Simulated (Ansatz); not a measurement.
C3H4ClF (`C=CC(F)Cl`). The species carries charge 0 and has multiplicity 1. All single points use the PBE0-D4/def2-TZVP geometry. It is one conformer, not always the lowest.

```xyz
9

C    -0.019   -1.403    0.217
C     0.319   -0.148    0.467
C    -0.239    1.015   -0.269
F    -1.135    0.637   -1.214
Cl    1.084    1.925   -1.063
H    -0.732   -1.651   -0.559
H     0.412   -2.217    0.785
H     1.035    0.107    1.241
H    -0.725    1.735    0.393
```

Q: What is the dipole moment at B3LYP/def2-TZVPP? (An estimate is asked.)

A: Ansatz gave: 2.00 D, with components (-0.14, -0.79, 1.83) D in this frame, pointing from negative to positive charge.

Q: And with PBE, r2SCAN, ωB97M-V? (Estimate.)

A: Ansatz gave: PBE 1.90 D, r2SCAN 2.01 D, ωB97M-V 1.99 D.

Q: Give the Mulliken charges with B3LYP, PBE, ωB97M-V in def2-TZVPP. (Best estimate.)

A: The calculation gave: 
| atom | B3LYP | PBE | ωB97M-V |
| --- | --- | --- | --- |
| C1 | -0.21 | -0.19 | -0.20 |
| C2 | -0.14 | -0.14 | -0.14 |
| C3 | 0.22 | 0.19 | 0.16 |
| F4 | -0.20 | -0.15 | -0.19 |
| Cl5 | -0.14 | -0.13 | -0.10 |
| H6 | 0.12 | 0.10 | 0.12 |
| H7 | 0.11 | 0.10 | 0.11 |
| H8 | 0.12 | 0.11 | 0.13 |
| H9 | 0.11 | 0.11 | 0.13 |

B3LYP here is the variant with VWN-RPA as its local correlation; programs differ in this.
